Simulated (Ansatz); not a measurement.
A single point on `FC1C=CCC1`.

```yaml
crystal:
  periodic: [false, false, false]
  atoms:
    - {symbol: F, position_ang: [-2.125639, -0.279765, -1.037913]}
    - {symbol: C, position_ang: [-1.178807, -0.335270, -0.015790]}
    - {symbol: C, position_ang: [-0.086555, -1.303307, -0.333411]}
    - {symbol: C, position_ang: [1.111695, -0.755257, -0.174398]}
    - {symbol: C, position_ang: [1.034056, 0.671886, 0.274295]}
    - {symbol: C, position_ang: [-0.459625, 1.006472, 0.134168]}
    - {symbol: H, position_ang: [-1.738588, -0.627042, 0.880712]}
    - {symbol: H, position_ang: [-0.289013, -2.327632, -0.620514]}
    - {symbol: H, position_ang: [2.053514, -1.273312, -0.316268]}
    - {symbol: H, position_ang: [1.677790, 1.331443, -0.314771]}
    - {symbol: H, position_ang: [1.370637, 0.763470, 1.313302]}
    - {symbol: H, position_ang: [-0.845507, 1.601065, 0.962311]}
    - {symbol: H, position_ang: [-0.638658, 1.565748, -0.786623]}
basis:
  gaussian: {orbitals: def2-QZVPP}
correlation: {method: mp2}
```

```sh
$ ansatz run in.yaml --threads 4 --pin off --events-out ev --progress --plain --max-ram 10444MiB
```

Output, abridged:

```
Functional definition: HF
  name "HF"
  cite "Fock, Z. Phys. 61, 126 (1930) doi:10.1007/BF01340294"
  parent pbe
  exchange = exact_x
  correlation = 0
3321 factors; integrals over basis functions are off by at most 8.3e-4 eV
mean field evaluation 1: about -7967.2329 eV, gradient 4.1e1 eV
mean field evaluation 2: about -7967.4116 eV, gradient 4.1e1 eV
mean field evaluation 4: about -7971.8315 eV, gradient 4.4e0 eV
mean field evaluation 8: about -7971.8974 eV, gradient 2.6e-1 eV
mean field -7971.89757655 eV, -292.9618323919 hartree, gradient 1.6e-6 eV, S^2 0.000000; 0 other end points of the search recorded, 0 dependent functions left out
6 core orbitals not correlated: weight in the atoms' cores, before any rotation towards them, 1.000 or more for the frozen orbitals, at most 0.000 for the correlated occupied ones
reference -7971.89757655 eV, -292.9618323919 hartree; 17, 17 occupied and 529, 529 virtual orbitals, 3321 factors
second order -31.09819002 eV of doubles, -0.00000000 eV of singles
Total energy: -8002.99576657 eV, -294.1046697960 hartree
```

It took 34 s on 4 threads of an Arm Neoverse V2 on a shared host, with 4.7 GiB of host memory at the peak.
